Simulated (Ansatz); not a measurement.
# BCl+ (doublet): PBE0, B3LYP over a scan of the distance B1–Cl2, 6-31G

How well do these functionals follow the top wave-function level for BCl+ (doublet) over a scan of the distance B1–Cl2?

Computed with Ansatz 0.2.0, Gaussian basis. Level: 6-31G, all electrons in the functionals.

Plan: PBE0, B3LYP, at 1.283 Å; 1.457 Å; 1.596 Å; 1.752 Å; 1.921 Å; 2.172 Å; 2.501 Å; 2.950 Å; 3.574 Å; 4.204 Å; 5.492 Å.

14 further runs of the same task are left out: 14 that didn't finish.

## (1) The geometry

The geometry derives from a PBE0/def2-TZVP stationary point (not a proven minimum). One bond is set to the value named and the two fragments are kept rigid.

2 atoms, charge 1, spin multiplicity 2.

Atoms are counted from 1 here; the program's logs count them from 0.

Bond lengths: B1–Cl2 1.596 Å.

No dispersion term is added. B3LYP takes the VWN-RPA correlation.

The geometry shown and the zero of energy belong to the point 1.596 Å. The yardstick, FCI, and other wave-function levels (R restricted, U unrestricted, valence and pair active spaces) come from earlier runs.

## (2) PBE0, 1.283 Å

File in.yaml:

```yaml
crystal:
  periodic: [false, false, false]
  atoms:
    - {symbol: B, position_ang: [0.000000, 0.000000, 0.000000]}
    - {symbol: Cl, position_ang: [0.000000, 0.000000, 1.283000]}
basis:
  gaussian: {orbitals: 6-31G}
total_charge: 1
magnetization: {spin_polarized: true, initial_magnetization: 1}
hamiltonian: {xc: {name: PBE0}}
output: {forces: true, orbitals: {seedname: orbitals}}
```

Command:

```console
ansatz run in.yaml --threads 1 --pin off --events-out ev --progress --plain --max-ram 2393MiB
```

The runs that follow: PBE0, 1.457 Å; PBE0, 1.596 Å; PBE0, 1.752 Å; PBE0, 1.921 Å; PBE0, 2.172 Å; PBE0, 2.501 Å; PBE0, 2.950 Å; PBE0, 3.574 Å; PBE0, 4.204 Å; PBE0, 5.492 Å; B3LYP, 1.283 Å; B3LYP, 1.457 Å; B3LYP, 1.596 Å; B3LYP, 1.752 Å; B3LYP, 1.921 Å; B3LYP, 2.172 Å; B3LYP, 2.501 Å; B3LYP, 2.950 Å; B3LYP, 3.574 Å; B3LYP, 4.204 Å; B3LYP, 5.492 Å.

**Question.** What will the summary of the whole plan be? Wanted: span of the FCI curve; largest miss, PBE0; largest miss, B3LYP.

**Answer**, as computed:

```
             quantity                value
span of the FCI curve             5.004 eV
   largest miss, PBE0  +1.361 eV (5.492 Å)
  largest miss, B3LYP  +1.164 eV (5.492 Å)
```

In words: Of the functionals, B3LYP keep the smallest largest miss at the points compared (at most 1.164 eV) and PBE0 strays most (1.361 eV, at 5.492 Å). Functionals and the yardstick converge differently with the basis, so part of each miss in 6-31G is the basis.
